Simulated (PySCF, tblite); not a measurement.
# Allyl Fluoride (C₃H₅F): isotopologues and vibrational averages

Aim: rotational constants, zero-point energies and shieldings of isotopologues of Allyl Fluoride (C₃H₅F) (`C=CCF`).

Programs: PySCF 2.14.0 with density-fitted response routines of our own, and tblite 0.8.0. All values are computed, except where a source is named. Atoms count from 0 throughout.

## 1. The molecule as given

9 atoms, charge 0, multiplicity 1; geometry from: force field or distance geometry start.

Bonds of the start (Å): C0–C1 1.34, C0–H4 1.04, C0–H5 1.11, C1–C2 1.42, C1–H6 1.11, C2–F3 1.44, C2–H7 1.13, C2–H8 1.13.

## 2. GFN2-xTB relaxation, lowest of a short conformer search

What the job is given:

```
{"job": {"xc": "GFN2-xTB", "basis": "xTB", "kind": "relax"}, "charge": 0, "multiplicity": 1}
C      1.320300    -0.034600    -0.299400
C      0.218200    -0.375800     0.389900
C     -1.052100     0.169700     0.062700
F     -1.023000     1.066200    -1.057600
H      2.288300    -0.365500    -0.105900
H      1.102000     0.669600    -1.126200
H      0.352100    -1.074200     1.243700
H     -1.442900     0.682000     0.990400
H     -1.708700    -0.713400    -0.198300
```

Launch:

```bash
$ OMP_NUM_THREADS=1 python ens_run.py task.json out
```

This one command runs the whole study; its stages follow in the order run.

What it wrote:

```text
step      E/eV     max force
  0    -371.36718    4.360
  1    -371.57689    3.215
  2    -371.66166    1.366
  3    -371.71277    0.585
  4    -371.74635    0.431
  5    -371.75975    0.325
  6    -371.76823    0.263
  7    -371.77530    0.262
  8    -371.78034    0.255
  9    -371.78358    0.153
 10    -371.78598    0.151
 11    -371.78804    0.158
 12    -371.78985    0.151
 13    -371.79169    0.124
 14    -371.79360    0.109
 15    -371.79499    0.088
 16    -371.79556    0.050
 17    -371.79575    0.030
 18    -371.79586    0.031
 19    -371.79596    0.029
 20    -371.79602    0.018
 21    -371.79605    0.014
 22    -371.79606    0.012
 23    -371.79607    0.010
 24    -371.79609    0.008
 25    -371.79609    0.005
 26    -371.79609    0.003
```

Wall time 0.11 s (1 thread of Intel Xeon Platinum 8259CL at 2.50GHz, shared host).

Relaxing gained 0.429 eV and moved the atoms by 0.10 Å on average (rms).

## 3. Tight optimisation and Hessian

What the job is given:

```
{"job": {"xc": "PBE0", "basis": "pcSseg-1", "grid": 2, "temperatures": [100, 298.15], "kind": "geom"}, "charge": 0, "multiplicity": 1}
C      1.351691    -0.014802    -0.326090
C      0.279757    -0.353180     0.363536
C     -1.102853     0.146219     0.086154
F     -1.139556     1.025710    -0.965350
H      2.326060    -0.402721    -0.086543
H      1.290162     0.666377    -1.158017
H      0.330017    -1.036113     1.200565
H     -1.508373     0.676736     0.957278
H     -1.772658    -0.684251    -0.172252
```

What it wrote:

```text
step   0  E = -5901.3961668 eV  max force = 0.65691
step   1  E = -5901.4124820 eV  max force = 0.06566
step   2  E = -5901.4126427 eV  max force = 0.02356
step   3  E = -5901.4128868 eV  max force = 0.01132
step   4  E = -5901.4128953 eV  max force = 0.00210
step   5  E = -5901.4128957 eV  max force = 0.00089
step   6  E = -5901.4128957 eV  max force = 0.00089
harmonic wavenumbers (cm-1): 183.1 265.3 565.6 617.9 926.0 958.9 1019.8 1025.0 1046.0 1151.8 1264.6 1312.3 1409.2 1437.0 1488.5 1738.6 3036.6 3079.5 3159.0 3171.9 3260.1
```

Wall time 5.8 min (1 thread of Intel Xeon Platinum 8259CL at 2.50GHz, shared host); peak memory 0.53 GiB.

## 4. Displacements along the modes, parent

What the job is given:

```
{"job": {"xc": "PBE0", "basis": "pcSseg-1", "grid": 2, "temperatures": [100, 298.15], "kind": "vib", "mass_numbers": [12, 12, 12, 19, 1, 1, 1, 1, 1]}, "charge": 0, "multiplicity": 1}
C      1.349210    -0.008935    -0.326302
C      0.268977    -0.353952     0.360237
C     -1.104401     0.149246     0.082539
F     -1.121636     1.019768    -0.986349
H      2.328085    -0.410450    -0.076221
H      1.282712     0.686846    -1.159771
H      0.341666    -1.052885     1.195910
H     -1.507422     0.678856     0.957833
H     -1.782946    -0.684519    -0.148595
```

What it wrote:

```text
mode    cm-1    km/mol   phi_rrr   E(+)/cm-1  E(-)/cm-1
  1    183.13     3.47      -0.3      37.98      35.62
  2    265.25     2.56     -86.8      45.03      51.54
  3    565.58    14.72      -0.4     105.40     103.35
  4    617.91     5.17     -18.1     111.03     112.13
  5    925.98     1.00     158.5     172.56     161.18
  6    958.90    51.31       0.7     175.30     174.36
  7   1019.76    36.96      35.4     185.38     182.76
  8   1025.00    10.58       1.5     184.97     185.24
  9   1045.96    15.69      -0.7     188.63     188.96
 10   1151.80    61.44    -211.1     200.06     215.14
 11   1264.62     0.08      -0.7     228.85     227.54
 12   1312.34     0.20      77.5     239.55     233.76
 13   1409.21     9.47      13.4     254.38     253.62
 14   1437.05    10.51      80.1     261.78     255.98
 15   1488.55     5.32      92.9     271.53     264.64
 16   1738.65     4.77     362.0     326.45     300.46
 17   3036.56    31.35   -1332.8     501.42     597.18
 18   3079.51    24.99      -6.2     557.16     557.61
 19   3158.97     5.53     841.5     601.73     541.25
 20   3171.92     3.14    1086.3     611.76     533.65
 21   3260.08     1.89      59.4     591.83     587.54
```

It took 5.3 min on 1 thread of Intel Xeon Platinum 8259CL at 2.50GHz, shared host; peak memory 0.51 GiB.

## 5. Displacements along the modes, 2H at atom 5

Changed since step 4:

```diff
@@ -1,2 +1,2 @@
-{"job": {"xc": "PBE0", "basis": "pcSseg-1", "grid": 2, "temperatures": [100, 298.15], "kind": "vib", "mass_numbers": [12, 12, 12, 19, 1, 1, 1, 1, 1]}, "charge": 0, "multiplicity": 1}
+{"job": {"xc": "PBE0", "basis": "pcSseg-1", "grid": 2, "temperatures": [100, 298.15], "kind": "vib", "mass_numbers": [12, 12, 12, 19, 1, 2, 1, 1, 1]}, "charge": 0, "multiplicity": 1}
 C      1.349210    -0.008935    -0.326302
```

What it wrote:

```text
mode    cm-1    km/mol   phi_rrr   E(+)/cm-1  E(-)/cm-1
  1    172.18     3.72      -0.7      33.40      35.43
  2    252.10     2.38      82.8      49.01      42.80
  3    532.62     7.82      -0.4      98.23      96.64
  4    572.34     3.77       7.8     103.58     103.18
  5    827.29    59.11       0.2     149.91     150.32
  6    924.05     1.80     134.5     171.31     161.66
  7    940.50    19.71     -72.5     166.84     172.07
  8   1000.29     0.93      -0.3     180.63     181.62
  9   1045.68    11.99       0.4     188.83     188.53
 10   1126.67    78.27     252.1     212.19     194.13
 11   1231.00     2.68      43.1     223.57     220.47
 12   1264.62     0.07       0.3     227.53     228.86
 13   1361.33     3.10     -15.0     244.77     246.12
 14   1418.87    14.69     -58.2     253.75     257.82
 15   1488.34     4.75      92.5     271.48     264.61
 16   1714.82     3.24     348.3     321.64     296.64
 17   2369.41     0.05    1175.8     471.55     387.11
 18   3036.59    31.28    1333.0     597.19     501.41
 19   3079.51    24.98      -6.2     557.16     557.61
 20   3161.93     6.95   -1840.3     508.36     640.48
 21   3219.29     3.47    1860.4     651.39     517.86
```

Wall time 6 min (1 thread of Intel Xeon Platinum 8259CL at 2.50GHz, shared host); peak memory 0.51 GiB.

## 6. Vibrational averages by isotopologue

What the job is given:

```
{"job": {"xc": "PBE0", "basis": "pcSseg-1", "grid": 2, "temperatures": [100, 298.15], "kind": "iso"}, "charge": 0, "multiplicity": 1}
C      1.349210    -0.008935    -0.326302
C      0.268977    -0.353952     0.360237
C     -1.104401     0.149246     0.082539
F     -1.121636     1.019768    -0.986349
H      2.328085    -0.410450    -0.076221
H      1.282712     0.686846    -1.159771
H      0.341666    -1.052885     1.195910
H     -1.507422     0.678856     0.957833
H     -1.782946    -0.684519    -0.148595
```

What it wrote:

```text
parent
  Be/MHz 17413.665 6045.766 4618.268
  B0/MHz 17338.494 5979.5 4573.553
  ZPE/cm-1 16058.4
  <sigma>(0 K)/ppm 60.982 39.416 96.025 417.559 25.378 25.038 24.993 25.782 25.782
2H at atom 5
  Be/MHz 16170.167 5973.306 4485.232
  B0/MHz 16088.265 5914.106 4444.828
  ZPE/cm-1 15369.7
  <sigma>(0 K)/ppm 61.270 39.523 96.017 417.609 25.392 25.123 25.001 25.781 25.781
```

Wall time 17 min (1 thread of Intel Xeon Platinum 8259CL at 2.50GHz, shared host); peak memory 0.53 GiB. This counts the whole study up to here.

Rotational constants (MHz) at equilibrium and in the ground state:

| isotopologue | Be | B0 | zero-point change (cm⁻¹) |
| --- | --- | --- | --- |
| parent | 17413.7, 6045.8, 4618.3 | 17338.5, 5979.5, 4573.6 | 0.0 |
| 2H at atom 5 | 16170.2, 5973.3, 4485.2 | 16088.3, 5914.1, 4444.8 | -688.7 |

Shieldings of the first species (ppm): at equilibrium, the vibrational parts at 0 K, and the averages:

| atom | equilibrium | anharmonic | harmonic | 0 K | 100 K | 298.15 K |
| --- | --- | --- | --- | --- | --- | --- |
| C0 | 65.00 | -0.57 | -3.45 | 60.98 | 60.91 | 60.28 |
| C1 | 43.67 | -0.66 | -3.59 | 39.42 | 39.39 | 39.19 |
| C2 | 100.13 | -1.49 | -2.62 | 96.02 | 96.02 | 96.08 |
| F3 | 430.91 | -2.41 | -10.94 | 417.56 | 417.39 | 415.81 |
| H4 | 25.85 | -0.04 | -0.42 | 25.38 | 25.37 | 25.35 |
| H5 | 25.53 | -0.01 | -0.49 | 25.04 | 25.04 | 25.02 |
| H6 | 25.49 | -0.04 | -0.46 | 24.99 | 24.99 | 24.97 |
| H7 | 26.39 | -0.15 | -0.46 | 25.78 | 25.78 | 25.78 |
| H8 | 26.39 | -0.15 | -0.46 | 25.78 | 25.78 | 25.78 |

Isotope effects on the shieldings at 0 K (ppb; positive means more shielded):

| atom | 2H at atom 5 |
| --- | --- |
| C0 | 288 |
| C1 | 107 |
| C2 | -8 |
| F3 | 49 |
| H4 | 14 |
| H5 | 84 |
| H6 | 8 |
| H7 | -1 |
| H8 | -1 |

## 7. Displacements along the modes

Changed since step 5:

```diff
@@ -1,2 +1,2 @@
-{"job": {"xc": "PBE0", "basis": "pcSseg-1", "grid": 2, "temperatures": [100, 298.15], "kind": "vib", "mass_numbers": [12, 12, 12, 19, 1, 2, 1, 1, 1]}, "charge": 0, "multiplicity": 1}
+{"job": {"xc": "PBE0", "basis": "pcSseg-1", "grid": 2, "temperatures": [100, 298.15], "delta": 0.02, "kind": "vib", "mass_numbers": [12, 12, 12, 19, 1, 1, 1, 1, 1]}, "charge": 0, "multiplicity": 1}
 C      1.349210    -0.008935    -0.326302
```

What it wrote:

```text
mode    cm-1    km/mol   phi_rrr   E(+)/cm-1  E(-)/cm-1
  1    183.13     3.51      -7.5       0.08      -0.00
  2    265.25     2.53     -88.9       0.05       0.06
  3    565.58    14.73     -17.3       0.15       0.08
  4    617.91     5.15     -15.6       0.13       0.12
  5    925.98     1.01     155.6       0.18       0.19
  6    958.90    51.26       1.6       0.21       0.18
  7   1019.76    36.90      32.6       0.21       0.20
  8   1025.00    10.52      -1.0       0.20       0.21
  9   1045.96    15.70       6.5       0.20       0.21
 10   1151.80    61.08    -211.0       0.23       0.23
 11   1264.62     0.08      -4.0       0.28       0.23
 12   1312.34     0.20      76.4       0.27       0.26
 13   1409.21     9.60      15.8       0.28       0.29
 14   1437.05    10.56      76.8       0.29       0.29
 15   1488.55     5.26      97.6       0.30       0.29
 16   1738.65     4.73     385.6       0.35       0.35
 17   3036.56    31.05   -1290.3       0.61       0.61
 18   3079.51    25.06      -4.3       0.62       0.62
 19   3158.97     5.42     828.7       0.63       0.63
 20   3171.92     3.22    1088.5       0.64       0.63
 21   3260.08     1.93      40.5       0.65       0.65
```

It took 5.5 min on 1 thread of Intel Xeon Platinum 8259CL at 2.50GHz, shared host; peak memory 0.49 GiB.

This input is unsound on purpose: displacement step far too small, numerical noise dominates.

## 8. Displacements along the modes

Changed since step 7:

```diff
@@ -1,2 +1,2 @@
-{"job": {"xc": "PBE0", "basis": "pcSseg-1", "grid": 2, "temperatures": [100, 298.15], "delta": 0.02, "kind": "vib", "mass_numbers": [12, 12, 12, 19, 1, 1, 1, 1, 1]}, "charge": 0, "multiplicity": 1}
+{"job": {"xc": "PBE0", "basis": "pcSseg-1", "grid": 2, "temperatures": [100, 298.15], "delta": 0.02, "kind": "vib", "mass_numbers": [12, 12, 12, 19, 1, 2, 1, 1, 1]}, "charge": 0, "multiplicity": 1}
 C      1.349210    -0.008935    -0.326302
```

What it wrote:

```text
mode    cm-1    km/mol   phi_rrr   E(+)/cm-1  E(-)/cm-1
  1    172.18     3.77       7.0       0.00       0.07
  2    252.10     2.35      84.7       0.05       0.05
  3    532.62     7.87     -16.6       0.13       0.08
  4    572.34     3.80       6.0       0.11       0.12
  5    827.29    59.08      -6.4       0.16       0.17
  6    924.05     1.79     132.9       0.18       0.19
  7    940.50    19.69     -68.6       0.19       0.19
  8   1000.29     0.91      -0.8       0.18       0.22
  9   1045.68    11.97      -6.7       0.21       0.20
 10   1126.67    77.85     250.8       0.22       0.23
 11   1231.00     2.66      43.5       0.25       0.25
 12   1264.62     0.07       3.7       0.23       0.28
 13   1361.33     3.08     -12.9       0.27       0.28
 14   1418.87    14.98     -58.5       0.29       0.28
 15   1488.34     4.69      96.9       0.30       0.29
 16   1714.82     3.21     373.4       0.34       0.34
 17   2369.41     0.04    1182.4       0.47       0.47
 18   3036.59    30.98    1290.8       0.61       0.61
 19   3079.51    25.05      -4.3       0.62       0.62
 20   3161.93     6.81   -1822.8       0.63       0.64
 21   3219.29     3.48    1837.7       0.65       0.64
```

It took 5.6 min on 1 thread of Intel Xeon Platinum 8259CL at 2.50GHz, shared host; peak memory 0.48 GiB.

This input is unsound on purpose: displacement step far too small, numerical noise dominates.

## 9. Vibrational averages by isotopologue, second settings

Changed since step 6:

```diff
@@ -1,2 +1,2 @@
-{"job": {"xc": "PBE0", "basis": "pcSseg-1", "grid": 2, "temperatures": [100, 298.15], "kind": "iso"}, "charge": 0, "multiplicity": 1}
+{"job": {"xc": "PBE0", "basis": "pcSseg-1", "grid": 2, "temperatures": [100, 298.15], "delta": 0.02, "kind": "iso"}, "charge": 0, "multiplicity": 1}
 C      1.349210    -0.008935    -0.326302
```

What it wrote:

```text
parent
  Be/MHz 17413.665 6045.766 4618.268
  B0/MHz 17373.513 5968.508 4568.837
  ZPE/cm-1 16058.4
  <sigma>(0 K)/ppm 58.828 35.227 100.560 430.138 25.066 24.961 24.608 25.950 26.042
2H at atom 5
  Be/MHz 16170.167 5973.306 4485.232
  B0/MHz 16118.868 5901.025 4439.177
  ZPE/cm-1 15369.7
  <sigma>(0 K)/ppm 59.754 35.892 99.982 429.014 25.115 25.090 24.681 25.933 26.025
```

It took 11 min on 1 thread of Intel Xeon Platinum 8259CL at 2.50GHz, shared host; peak memory 0.53 GiB. This counts the runs that the step sums up.

These settings are unsound on purpose: displacement step far too small, numerical noise dominates. The values are not to be used.

Rotational constants (MHz) at equilibrium and in the ground state:

| isotopologue | Be | B0 | zero-point change (cm⁻¹) |
| --- | --- | --- | --- |
| parent | 17413.7, 6045.8, 4618.3 | 17373.5, 5968.5, 4568.8 | 0.0 |
| 2H at atom 5 | 16170.2, 5973.3, 4485.2 | 16118.9, 5901.0, 4439.2 | -688.7 |

Shieldings of the first species (ppm): at equilibrium, the vibrational parts at 0 K, and the averages:

| atom | equilibrium | anharmonic | harmonic | 0 K | 100 K | 298.15 K |
| --- | --- | --- | --- | --- | --- | --- |
| C0 | 65.00 | -1.01 | -5.16 | 58.83 | 58.73 | 57.90 |
| C1 | 43.67 | -1.12 | -7.32 | 35.23 | 35.11 | 34.17 |
| C2 | 100.13 | -0.85 | 1.28 | 100.56 | 100.55 | 100.69 |
| F3 | 430.91 | -1.31 | 0.54 | 430.14 | 429.94 | 428.55 |
| H4 | 25.85 | -0.05 | -0.73 | 25.07 | 25.06 | 24.97 |
| H5 | 25.53 | -0.06 | -0.51 | 24.96 | 24.96 | 24.94 |
| H6 | 25.49 | -0.04 | -0.84 | 24.61 | 24.60 | 24.56 |
| H7 | 26.39 | -0.07 | -0.37 | 25.95 | 25.95 | 25.95 |
| H8 | 26.39 | -0.04 | -0.31 | 26.04 | 26.04 | 26.05 |

Isotope effects on the shieldings at 0 K (ppb; positive means more shielded):

| atom | 2H at atom 5 |
| --- | --- |
| C0 | 927 |
| C1 | 665 |
| C2 | -578 |
| F3 | -1124 |
| H4 | 49 |
| H5 | 130 |
| H6 | 74 |
| H7 | -18 |
| H8 | -17 |

## 10. Outcome

```
                  quantity                        value
               point group                           Cs
   B0 of the first species  17338.5, 5979.5, 4573.6 MHz
         zero-point energy                   16058 cm⁻¹
zero-point change of σ(F3)                   -13.35 ppm
```

What this shows: Zero-point motion changes the shielding of F3 most, by -13.35 ppm. The largest secondary isotope effect is 288 ppb on C0, 1 bond from the change (2H at atom 5). The job flags a low mode; perturbation theory is less sure for low modes. Internal rotors are held in one well.
